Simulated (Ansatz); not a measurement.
# CH6AlF: the cost of one run

Method: RKS LDA/def2-SVP, in Ansatz 0.2.0.

## 1. The starting structure

Bond lengths: Al1–C2 2.320 Å, C2–H3 1.110 Å, C2–H4 1.110 Å, C2–H5 1.110 Å, Al1–H6 1.560 Å, Al1–H7 1.560 Å, Al1–F8 1.990 Å. Angles: Al1–C2–H3 109.5°, Al1–C2–H4 109.5°, Al1–C2–H5 109.5°, H3–C2–H4 109.4°, H3–C2–H5 109.4°, H4–C2–H5 109.4°, C2–Al1–H6 120.0°, C2–Al1–H7 120.0°, C2–Al1–F8 71.6°, H6–Al1–H7 120.0°, H6–Al1–F8 105.6°, H7–Al1–F8 92.7°.

Structure file:

```xyz
9

Al    0.0000    0.0000    0.0000
C     0.0000    0.0000    2.3200
H    -0.9996   -0.3092    2.6905
H     0.7676   -0.7111    2.6905
H     0.2320    1.0203    2.6905
H     1.3510    0.0000   -0.7800
H    -1.3510    0.0000   -0.7800
F    -0.2549   -1.8712    0.6275
H    -0.1755   -1.2885    1.7562
```

## 2. A restrained relaxation towards end A

Springs on the bonds that form and break draw the guess towards this end; the thresholds are loose.

input.yaml reads:

```yaml
crystal:
  periodic: [false, false, false]
  atoms:
    - { symbol: Al, position_ang: [0.0, 0.0, 0.0] }
    - { symbol: C, position_ang: [0.0, 0.0, 2.32] }
    - { symbol: H, position_ang: [-0.9996, -0.3092, 2.6905] }
    - { symbol: H, position_ang: [0.7676, -0.7111, 2.6905] }
    - { symbol: H, position_ang: [0.232, 1.0203, 2.6905] }
    - { symbol: H, position_ang: [1.351, 0.0, -0.78] }
    - { symbol: H, position_ang: [-1.351, 0.0, -0.78] }
    - { symbol: F, position_ang: [-0.2549, -1.8712, 0.6275] }
    - { symbol: H, position_ang: [-0.1755, -1.2885, 1.7562] }
basis:
  gaussian: { orbitals: def2-SVP }
hamiltonian:
  xc: lda
relax:
  f_tol: 0.15
  max_steps: 25
  restrain:
    - { distance: [0, 7], at: 2.89, k: 30.0 }
    - { distance: [8, 1], at: 2.31, k: 30.0 }
    - { distance: [0, 1], at: 1.97, k: 30.0 }
    - { distance: [8, 7], at: 0.92, k: 30.0 }
output:
  orbitals: {}
```

Started as:

```bash
$ ansatz run input.yaml --threads 1 --pin off --max-ram 2048MiB --backend cpu --events-out ev --progress --plain --runs-dir out
```

**Question.** How long does this run take on 1 thread of Arm Neoverse V2, shared host, and how much memory does it need?

About 11 s, with a peak of 0.13 GiB.
